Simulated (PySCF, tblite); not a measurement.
Compound: C5H7F.
Z-matrix (Å and degrees, GFN2-xTB geometry), rows numbered from 1:
```
C 
C   1  1.3334
C   2  1.4973  1  121.82
C   2  1.4555  1  119.44  3  -180.00
C   4  1.3284  2  128.68  1  -179.97
F   5  1.3432  4  124.80  2     0.06
H   1  1.0770  2  121.95  3  -179.97
H   1  1.0764  2  121.69  3    -0.02
H   3  1.0886  2  110.41  1  -120.77
H   3  1.0886  2  110.41  1   120.50
H   3  1.0867  2  110.68  1    -0.12
H   4  1.0807  2  115.66  1     0.04
H   5  1.0806  4  124.17  2   179.96
```

Method used: PBE0/pcSseg-1 in PySCF (dipole) on a GFN2-xTB geometry, gas phase.

Take the most abundant isotopes and a rigid rotor. The values belong to one conformer with, in the numbering `[CH2:1]=[C:2]([CH3:3])/[CH:4]=[CH:5]\[F:6]`, C1–C2–C4–C5 180°.

Problem. What are A, B and C (GHz)?

Solution. Ia = 70.30, Ib = 200.36, Ic = 267.55 u·Å²; 505379 MHz·u·Å²/I gives 7189, 2522 and 1889 MHz, that is A = 7.1890, B = 2.5224, C = 1.8889 GHz.

Problem. Classify the top.

Solution. An asymmetric top. Ray's parameter κ = (2B − A − C)/(A − C) = -0.761; −1 is the prolate and +1 the oblate limit.

Problem. What does the inertial defect say?

Solution. Not planar: Δ = Ic − Ia − Ib = -3.11 u·Å². For a rigid frame Δ = −2 Σ m c², so Σ m c² = 1.55 u·Å² lies off the ab plane, practically all of it from hydrogen. The atom farthest from that plane is 0.88 Å away.

Problem. Give the other two planar moments, Paa and Pbb, and the rms extents of the mass along the axes.

Solution. Paa = Σ m a² = (Ib + Ic − Ia)/2 = 198.81 and Pbb = Σ m b² = (Ia + Ic − Ib)/2 = 68.75 u·Å². With the mass M = 86.05 u, the rms extents √(P/M) along a, b and c are 1.52, 0.89, 0.13 Å.

Problem. Which lines would a microwave search look for?

Solution. The dipole components are |μa| = 0.28 D, |μb| = 0.93 D, |μc| = 0.00 D; the mirror of this Cs structure is the ab plane, so μc vanishes by symmetry and there are no c-type lines. Intensities carry the squares of the components, which stand as 0.09 : 1.00 (a : b). Some lines, for components of 0.1 D or more:

```
type  branch         J(Ka,Kc)    MHz  lower level (cm⁻¹)
   a       Q  2(1,1) ← 2(1,2)   1900               0.576
   a       R  1(0,1) ← 0(0,0)   4411               0.000
   b       Q  2(1,1) ← 2(0,2)   5994               0.439
   a       R  2(1,2) ← 1(1,1)   8189               0.303
   b       R  1(1,1) ← 0(0,0)   9078               0.000
   a       R  3(0,3) ← 2(0,2)  12997               0.439
   a       R  3(2,2) ← 2(2,1)  13234               1.106
   b       Q  3(2,1) ← 3(1,2)  13387               1.111
   b       Q  2(2,0) ← 2(1,1)  14060               0.639
   b       Q  3(3,1) ← 3(2,2)  24953               1.548
   b       R  3(2,2) ← 2(1,1)  27234               0.639
```

Problem. Estimate the classical rotational partition function at 50 K, 100 K and 298.15 K.

Solution. Point group Cs, symmetry number σ = 1; q = (√π/σ)·√((kT/h)³/(ABC)), k/h = 20836.6 MHz/K: 10200 at 50 K, 28800 at 100 K, 148000 at 298.15 K.

Its GFN2-xTB frequencies are all real (lowest 64 cm⁻¹). Zero-point vibration and centrifugal distortion are left out. A rigid rotor knows nothing of internal rotation, which can split or shift real lines.
